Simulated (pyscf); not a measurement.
Optimised with ωB97X-D3(BJ)/def2-SVP in PySCF.

Task: GaH [singlet] + water (H₂O) → HO–Ga [singlet] + hydrogen (H₂)
Surface: singlet. Broken: Ga–H, H–O. Formed: Ga–O, H–H. Give ΔE‡ and ΔE from ωB97M-D3(BJ)/def2-TZVP, relative to the separated reactants.

Result: ΔE‡ = 3.4 kcal/mol, ΔE = -27.5 kcal/mol. Zero-point energy shifts the barrier by -0.3 kcal/mol. It is a four-centre exchange, with an imaginary mode of 1411i cm⁻¹. On the reactant side the descent ends in a bound adduct, 10.0 kcal/mol under the separated species and 12.1 kcal/mol under the saddle at ωB97X-D3(BJ)/def2-TZVP. At the saddle there is also a short Ga–H contact that neither side keeps. This is the saddle that the search found; another between the same sides may lie lower. Elements up to Kr have no core potential and no relativistic terms here.
